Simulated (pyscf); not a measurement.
Single points on ωB97X-D3(BJ)/def2-SVP structures (PySCF, gas phase).

Task: For the elementary gas-phase step `[CH3][CH2][SiH2][Cl]` + `[H]` [doublet] -> `[CH3]` [doublet] + `[CH3][SiH2][Cl]` (doublet surface; C–C broken, C–H formed), what barrier and reaction energy does ωB97M-D3(BJ)/def2-TZVP give, measured from the separated reactants?

Result: ΔE‡ = 139.0 kJ/mol, ΔE = -62.9 kJ/mol. Zero-point energy shifts the barrier by +4.0 kJ/mol. It is a substitution at C, with an imaginary mode of 1409i cm⁻¹. Abstraction by the radical was not located in this set and often lies lower. One saddle was located; it need not be the lowest between these sides. The angle at the attacked C is 179°.
